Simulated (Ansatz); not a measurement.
# C4H3N: one species, many methods

Aim: compute C4H3N with functionals from several rungs and with coupled cluster. The yardstick is the atomisation energy at the CCSD(T) limit.

Method: functionals in def2-TZVPP, the program's frozen cores in correlated methods; program: Ansatz 0.2.0, Gaussian basis.

The runs, in order: LDA (SPW92), PBE-D4, revPBE-D4, BLYP-D4, r2SCAN-D4, B97M-V, PBE0-D4, B3LYP-D4, r2SCANh-D4, r2SCAN0-D4, HSE06-D4, BHLYP-D4, CAM-B3LYP-D4, LC-ωPBE, ωB97X-V, ωB97M-V, B2PLYP, PBE-QIDH; CCSD(T)/def2-SVP; CCSD(T)/def2-TZVPP; MP2/def2-QZVPP; extrapolation to the limit; RPA on PBE.

### Step 1. Structure used throughout

All runs share one geometry, relaxed beforehand with PBE0-D4 in a triple-zeta def2 set.

SMILES `C#CN=C=C`, 8 atoms, charge 0, spin multiplicity 1.

Atoms are counted from 1 here; the program's logs count them from 0.

Bond lengths: C1–C2 1.202 Å, C1–H6 1.063 Å, C2–N3 1.327 Å, N3–C4 1.220 Å, C4–C5 1.300 Å, C5–H7 1.082 Å, C5–H8 1.082 Å. Angles: C2–C1–H6 178.4°, C1–C2–N3 174.1°, C2–N3–C4 130.3°, N3–C4–C5 174.5°, C4–C5–H7 120.3°, C4–C5–H8 120.3°, H7–C5–H8 119.4°.

As a file:

```
C     0.46870    1.25429    2.24959
C     0.19161    0.42281    1.42731
N    -0.13610   -0.58088    0.62393
C    -0.19509   -0.63037   -0.59400
C    -0.29312   -0.80262   -1.87860
H     0.71873    2.00873    2.95572
H     0.56399   -1.13105   -2.45243
H    -1.22654   -0.59811   -2.38721
```

### Step 2. LDA

This LDA is Slater exchange with PW92 correlation.

File in.yaml:

```yaml
crystal:
  periodic: [false, false, false]
  atoms:
    - {symbol: C, position_ang: [0.468698, 1.254287, 2.249589]}
    - {symbol: C, position_ang: [0.191613, 0.422811, 1.427306]}
    - {symbol: N, position_ang: [-0.136097, -0.580881, 0.623930]}
    - {symbol: C, position_ang: [-0.195086, -0.630371, -0.594001]}
    - {symbol: C, position_ang: [-0.293117, -0.802619, -1.878603]}
    - {symbol: H, position_ang: [0.718731, 2.008733, 2.955717]}
    - {symbol: H, position_ang: [0.563993, -1.131050, -2.452427]}
    - {symbol: H, position_ang: [-1.226536, -0.598109, -2.387211]}
basis:
  gaussian: {orbitals: def2-TZVPP}
hamiltonian: {xc: lda}
output: {orbitals: {seedname: orbitals}}
```

The run is started by

```console
ansatz run in.yaml --threads 2 --pin off --events-out ev --progress --plain --max-ram 4352MiB
```

The runs that follow: PBE-D4 (GGA); revPBE-D4 (GGA); BLYP-D4 (GGA); r2SCAN-D4 (meta-GGA); B97M-V (meta-GGA); PBE0-D4 (hybrid); B3LYP-D4 (hybrid); r2SCANh-D4 (hybrid); r2SCAN0-D4 (hybrid); HSE06-D4 (hybrid); BHLYP-D4 (hybrid); CAM-B3LYP-D4 (range-separated); LC-ωPBE (range-separated); ωB97X-V (range-separated); ωB97M-V (range-separated); B2PLYP (double hybrid); PBE-QIDH (double hybrid); CCSD(T) in def2-SVP; CCSD(T) in def2-TZVPP; MP2 in def2-QZVPP; RPA on PBE orbitals.

Q: Predict the results of all the runs planned. Wanted: atomisation energy, CCSD(T)/CBS; farthest beyond LDA; mean size of error, GGA; mean size of error, meta-GGA; mean size of error, hybrid; mean size of error, range-separated; mean size of error, double hybrid; gap, smallest and largest; T1 diagnostic.

The runs gave:

```
                               quantity                                      value
        atomisation energy, CCSD(T)/CBS                              3594.3 kJ/mol
 functionals within 18.0 kJ/mol (0.5 %)      r2SCANh-D4, ωB97X-V, B2PLYP, PBE-QIDH
                    farthest beyond LDA                     PBE-D4 (+227.9 kJ/mol)
                mean size of error, GGA                               146.9 kJ/mol
           mean size of error, meta-GGA                                49.2 kJ/mol
             mean size of error, hybrid                                71.9 kJ/mol
    mean size of error, range-separated                                33.7 kJ/mol
      mean size of error, double hybrid                                16.0 kJ/mol
              gap, smallest and largest  3.44 eV (LDA (SPW92)), 10.44 eV (LC-ωPBE)
                          T1 diagnostic                                     0.0154
triples share of the correlation energy                                      5.2 %
```

LDA overbinds by 689.0 kJ/mol (19 %). PBE-D4 is off by +227.9 kJ/mol. Double hybrids carry the basis error of their MP2 part in triple zeta, and no dispersion term here, so their miss is partly the set-up's. By mean error the best rung here is double hybrid (16.0 kJ/mol) and the worst beyond LDA is GGA (146.9 kJ/mol). Misses under about 18.0 kJ/mol are within the doubt on the reference itself, which lacks core-valence correlation, relativity and higher excitations. Hartree-Fock recovers 68 % of the binding; the rest is correlation. CCSD(T) in def2-SVP is off by -163.4 kJ/mol, more than most functionals: a good method in a small basis is no reference. The gap grows from 3.4 to 10.4 eV across the functionals, mostly with the share of exact exchange.
